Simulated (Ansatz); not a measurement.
# The cluster Cu₂F+: a spread of methods and bases

Aim: run the cluster Cu₂F+ under a spread of inputs, and see what each costs and gives.

Computed with Ansatz 0.2.0, Gaussian basis. Level: the settings change from run to run.

1 further run of the same task is left out (set aside as unsound or not needed). Runs told in other sessions of the task aren't counted.

## (1) The molecule

The structure was relaxed beforehand with PBE-D4 in a triple-zeta def2 set.

3 atoms, charge 1, spin multiplicity 1.

Atoms are counted from 1 here; the program's logs count them from 0.

Bond lengths: Cu1–F3 1.868 Å, Cu2–F3 1.868 Å. Angles: Cu1–F3–Cu2 179.4°.

## (2) RPBE/6-31G*

Contents of in.yaml:

```yaml
crystal:
  periodic: [false, false, false]
  atoms:
    - {symbol: Cu, position_ang: [0.538358, 1.483446, -0.999335]}
    - {symbol: Cu, position_ang: [-0.544867, -1.482075, 0.997754]}
    - {symbol: F, position_ang: [0.006498, -0.001372, 0.001571]}
basis:
  gaussian: {orbitals: "6-31G*"}
total_charge: 1
hamiltonian: {xc: {name: RPBE}}
scf: {omitted_lower_state_checks: [starts]}
output: {forces: true}
```

Started as:

```
$ ansatz run in.yaml --threads 4 --pin off --events-out ev --progress --plain --max-ram 3916MiB
```

Standard output:

```text
Functional definition: RPBE
  name "RPBE"
  cite "Hammer, Hansen & Nørskov, Phys. Rev. B 59, 7413 (1999) doi:10.1103/PhysRevB.59.7413"
  cite "Perdew, Burke & Ernzerhof, Phys. Rev. Lett. 77, 3865 (1996) doi:10.1103/PhysRevLett.77.3865"
  parameter kappa = 0.804
  parameter beta = 0.06672455060314922
  exchange = rpbe_x(kappa = kappa, mu = beta*pi^2/3)
  correlation = pbe_c(beta = beta)
these checks for a lower state are left out or cut short: starts
852 factors; their error is unknown
mean field evaluation 1: about -91943.6395 eV, gradient 1.6e2 eV
mean field evaluation 2: about -90358.4966 eV, gradient 5.6e2 eV
mean field evaluation 4: about -91959.5242 eV, gradient 8.7e1 eV
mean field evaluation 8: about -91930.1619 eV, gradient 1.4e2 eV
mean field evaluation 16: about -91970.4435 eV, gradient 2.6e-1 eV
mean field -91970.43055050 eV, -3379.8509829339 hartree, gradient 1.8e-5 eV, S^2 0.000000; 0 other end points of the search recorded, 0 dependent functions left out
the calculation of the forces begins
reference -91970.43059125 eV, -3379.8509844317 hartree; 33, 33 occupied and 54, 54 virtual orbitals, 852 factors
Total energy: -91970.43059125 eV, -3379.8509844317 hartree
Atom 0 at     0.538358     1.483446    -0.999335 Å, force    -0.493629    -1.364687     0.919480 eV/Å
Atom 1 at    -0.544867    -1.482075     0.997754 Å, force     0.502361     1.362028    -0.916788 eV/Å
Atom 2 at     0.006498    -0.001372     0.001571 Å, force    -0.008733     0.002659    -0.002692 eV/Å
Dipole moment:    -0.004474     0.000956    -0.001092 e Å
Checks for a lower state left out: starts
```

Run time: 2.3 s. Hardware: 4 threads of Arm Neoverse N1, shared host.

Largest force 1.718 eV/Å.

## (3) rPW86-PBE/def2-SVP

Options: D3(BJ) dispersion, the search for lower states set to off.

Edit in.yaml of step 2 so:

```diff
@@ -7,6 +7,6 @@
 basis:
-  gaussian: {orbitals: "6-31G*"}
+  gaussian: {orbitals: def2-SVP}
 total_charge: 1
-hamiltonian: {xc: {name: RPBE}}
-scf: {omitted_lower_state_checks: [starts]}
+hamiltonian: {xc: {name: rPW86-PBE}, dispersion: d3bj}
+scf: {lower_state_search: off}
 output: {forces: true}
```

The command is unchanged.

Standard output (excerpt; [...] marks lines left out):

```text
Functional definition: rPW86-PBE
  name "rPW86-PBE"
  cite "Murray, Lee & Langreth, J. Chem. Theory Comput. 5, 2754 (2009) doi:10.1021/ct900365q"
  cite "Perdew, Burke & Ernzerhof, Phys. Rev. Lett. 77, 3865 (1996) doi:10.1103/PhysRevLett.77.3865"
  parent pbe
[...]
916 factors; their error is unknown
[...]
mean field -92022.82670510 eV, -3381.7765061003 hartree, gradient 4.0e-6 eV, S^2 0.000000; 0 other end points of the search recorded, 0 dependent functions left out
[...]
reference -92022.82688940 eV, -3381.7765128731 hartree; 33, 33 occupied and 43, 43 virtual orbitals, 916 factors
Total energy: -92022.87014625 eV, -3381.7781025330 hartree
Atom 0 at     0.538358     1.483446    -0.999335 Å, force    -0.082713    -0.231469     0.156050 eV/Å
Atom 1 at    -0.544867    -1.482075     0.997754 Å, force     0.085705     0.229628    -0.154470 eV/Å
Atom 2 at     0.006498    -0.001372     0.001571 Å, force    -0.002993     0.001841    -0.001580 eV/Å
Dipole moment:    -0.005983     0.001289    -0.001468 e Å
Checks for a lower state left out: stability, starts, cluster_reference, orbital_swaps, neighbouring_geometries, increment
```

Wall time 1.8 s (4 threads of Arm Neoverse N1, shared host).

Largest force 0.291 eV/Å.

## (4) r2SCANh/def2-TZVP

Set apart from the defaults: unrestricted orbitals, a point charge of 1.00 e beside it, D3(BJ) dispersion.

Contents of in.yaml:

```yaml
crystal:
  periodic: [false, false, false]
  atoms:
    - {symbol: Cu, position_ang: [0.538358, 1.483446, -0.999335]}
    - {symbol: Cu, position_ang: [-0.544867, -1.482075, 0.997754]}
    - {symbol: F, position_ang: [0.006498, -0.001372, 0.001571]}
basis:
  gaussian: {orbitals: def2-TZVP, point_charges: [{charge: 1.00, position_ang: [3.306, -0.502, -0.501]}]}
total_charge: 1
magnetization: {spin_polarized: true, initial_magnetization: 0}
hamiltonian: {xc: {name: r2SCANh}, dispersion: d3bj}
scf: {omitted_lower_state_checks: [starts]}
output: {forces: true}
```

The command is unchanged.

Standard output (excerpt; [...] marks lines left out):

```text
Warning: the engine holds no damping parameters fitted to this dispersion correction and functional, so the run takes those fitted to r2scanh beside the three-body term, which d3bj leaves out (hamiltonian.dispersion, under Limitations)
Functional definition: r2SCANh
  name "r2SCANh"
  cite "Bursch, Neugebauer, Ehlert & Grimme, J. Chem. Phys. 156, 134105 (2022) doi:10.1063/5.0086040"
  cite "Furness, Kaplan, Ning, Perdew & Sun, J. Phys. Chem. Lett. 11, 8208 (2020) doi:10.1021/acs.jpclett.0c02405"
  cite "Furness, Kaplan, Ning, Perdew & Sun, J. Phys. Chem. Lett. 11, 9248 (2020) doi:10.1021/acs.jpclett.0c03077"
  parent r2scan
[...]
1151 factors; integrals over basis functions are off by at most 6.8e-4 eV
[...]
mean field -91986.92748436 eV, -3380.4572340715 hartree, gradient 8.0e-5 eV, S^2 0.000000; 0 other end points of the search recorded, 0 dependent functions left out
[...]
reference -91986.92750372 eV, -3380.4572347829 hartree; 33, 33 occupied and 88, 88 virtual orbitals, 1151 factors
Total energy: -91986.94042815 eV, -3380.4577097468 hartree
Atom 0 at     0.538358     1.483446    -0.999335 Å, force    -0.651332     0.240066     0.016670 eV/Å
Atom 1 at    -0.544867    -1.482075     0.997754 Å, force    -0.477171    -0.155070     0.205776 eV/Å
Atom 2 at     0.006498    -0.001372     0.001571 Å, force     0.702615     0.123203    -0.242790 eV/Å
Dipole moment:    -0.219399     0.013136     0.042702 e Å
Checks for a lower state left out: starts
```

Wall time 8 s (4 threads of Arm Neoverse N1, shared host).

Largest force 0.754 eV/Å, ⟨S²⟩ 0.000.

## (5) wB97/def2-TZVPD

Options: charge +2, multiplicity 2, coordinates scaled by 0.96, the search for lower states set to full.

Contents of in.yaml:

```yaml
crystal:
  periodic: [false, false, false]
  atoms:
    - {symbol: Cu, position_ang: [0.516824, 1.424108, -0.959361]}
    - {symbol: Cu, position_ang: [-0.523072, -1.422792, 0.957844]}
    - {symbol: F, position_ang: [0.006238, -0.001317, 0.001508]}
basis:
  gaussian: {orbitals: def2-TZVPD}
total_charge: 2
magnetization: {spin_polarized: true, initial_magnetization: 1}
hamiltonian: {xc: {name: wB97}}
scf: {lower_state_search: full}
output: {forces: true}
```

Same command.

Standard output (excerpt; [...] marks lines left out):

```text
Functional definition: wB97
  name "wB97"
  cite "Chai & Head-Gordon, J. Chem. Phys. 128, 084106 (2008) doi:10.1063/1.2834918"
  cite "Becke, J. Chem. Phys. 107, 8554 (1997) doi:10.1063/1.475007"
[...]
  # The coefficients of nought are those of the uniform gas.
[...]
      + integral(e_c_pw_opposite_spin*poly(b97_u_opposite, 1, cos1, cos2, cos3, cos4))
1135 factors; their error is unknown
285 factors; integrals over basis functions are off by at most 4.6e-5 eV
[...]
mean field -91985.42603415 eV, -3380.4020567939 hartree, gradient 1.0e-5 eV, S^2 0.752890; 10 other end points of the search recorded, 0 dependent functions left out
[...]
reference -91985.42601983 eV, -3380.4020562675 hartree; 33, 32 occupied and 103, 104 virtual orbitals, 1135 factors
Total energy: -91985.42601983 eV, -3380.4020562675 hartree
Atom 0 at     0.516824     1.424108    -0.959361 Å, force     0.265194     0.725299    -0.488418 eV/Å
Atom 1 at    -0.523072    -1.422792     0.957844 Å, force    -0.265111    -0.726487     0.489266 eV/Å
Atom 2 at     0.006238    -0.001317     0.001508 Å, force    -0.000082     0.001189    -0.000848 eV/Å
Dipole moment:    -0.006071     0.001111    -0.001350 e Å
```

It took 50 s on 4 threads of Arm Neoverse N1, shared host; peak memory 0.56 GiB.

Largest force 0.915 eV/Å, ⟨S²⟩ 0.753.

## (6) All runs side by side

```tsv
level	charge	multiplicity	geometry	functions	energy (eV)	time
RPBE/6-31G*	1	1	relaxed	87	-91970.431	2.3 s
rPW86-PBE/def2-SVP	1	1	relaxed	76	-92022.870	1.8 s
r2SCANh/def2-TZVP	1	1	relaxed, point charge	121	-91986.940	8 s
wB97/def2-TZVPD	2	2	scaled	136	-91985.426	50 s
```

## (7) Summary of results

| quantity | value |
| --- | --- |
| runs | 4 |
| quickest | rPW86-PBE/def2-SVP, 1.8 s |
| slowest | wB97/def2-TZVPD, 50 s |
| spread of total energies, same state and geometry | 52.4 eV |

**Reading.** Run time spans a factor of 28, from rPW86-PBE/def2-SVP to wB97/def2-TZVPD. The jobs differ in tasks and options as well as level. The totals spread over 52 eV; they can't be compared across methods or bases. At the PBE-D4/def2-TZVP geometry and in the same state, the sound runs without point charges leave forces up to 1.72 eV/Å (RPBE/6-31G*).
